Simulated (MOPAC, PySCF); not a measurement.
CH4O, SMILES `CO`, neutral singlet in the gas phase. 

Cartesian coordinates (Å):
SMILES: CO
```xyz
6

C     -0.3465     0.0124    -0.0183
O      0.9253    -0.5865    -0.0740
H     -0.4833     0.8192    -0.7669
H     -1.0921    -0.7678    -0.2367
H     -0.5894     0.4317     0.9794
H      1.5859     0.0910     0.1165
```
Charge 0, spin multiplicity 1.

All levels are single points at this geometry (B3LYP-D3(BJ)/def2-SVP); Pople sets use spherical d functions. Orbital energies aren't observables, and empty levels follow the basis.

PBE-D3(BJ)/def2-TZVP in PySCF gives gap (eV) = 6.37.

### Question
Estimate the gap (eV) from each of these levels: B3LYP-D3(BJ)/def2-TZVP in PySCF; B3LYP/3-21G in PySCF; BP86/6-31G* in PySCF; M06-2X/6-31G* in PySCF; HF/3-21G in PySCF; HF/6-31G* in PySCF; HF/STO-3G in PySCF; PM3 in MOPAC.

### Answer

```
level                            gap (eV)
-------------------------------  --------
B3LYP-D3(BJ)/def2-TZVP in PySCF      8.32
B3LYP/3-21G in PySCF                 9.52
BP86/6-31G* in PySCF                 7.29
M06-2X/6-31G* in PySCF              12.68
HF/3-21G in PySCF                   18.96
HF/6-31G* in PySCF                  18.19
HF/STO-3G in PySCF                  25.70
PM3 in MOPAC                        14.52
```
